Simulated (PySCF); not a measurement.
The numbers below are computed, except where a source is named.
**C2H4Cl**

The system: C2H4Cl, a small molecule (built as: C site whose three back bonds go to CH3, Cl, H); neutral, doublet. The structure, one conformer, was relaxed in the gas phase by PBE0-D3(BJ)/def2-SVP. No frequency run checks that it is a minimum.

SMILES: C[CH]Cl

```xyz
7

C     0.565    0.170   -0.147
C    -0.883   -0.104   -0.038
Cl    1.684   -1.037    0.337
H     0.986    1.175   -0.218
H    -1.459    0.698   -0.524
H    -1.148   -1.062   -0.514
H    -1.219   -0.167    1.016
```
(Å; atoms numbered from 1)

EPR values by unrestricted B3LYP, IGLO-III on C Cl, pcH-1 on H.

Question: Predict g and the largest hyperfine couplings. Where does the spin sit?

Answer: g = 2.0016, 2.0072, 2.0090. The spin sits on C1 (93 %, bonded to 1 C + 1 Cl + 1 H) by Mulliken populations.
| atom | isotope | isotropic (MHz) | dipolar, principal values (MHz) |
| --- | --- | --- | --- |
| C1 | 13C | 131.8 | -79.1, -78.4, 157.6 |
| H7 | 1H | 141.5 | -4.4, -2.9, 7.4 |
| H4 | 1H | -57.5 | -36.5, -1.9, 38.4 |
| H6 | 1H | 67.3 | -4.8, -4.2, 9.0 |
| Cl3 | 35Cl | 6.5 | -30.6, -19.9, 50.5 |
| C2 | 13C | -28.6 | -2.1, -0.7, 2.8 |

Question: How do the isotropic couplings move with BHandHLYP?

Answer: C1 131.8 to 170.8 MHz, H7 141.5 to 141.5 MHz, H4 -57.5 to -72.0 MHz, H6 67.3 to 67.5 MHz.
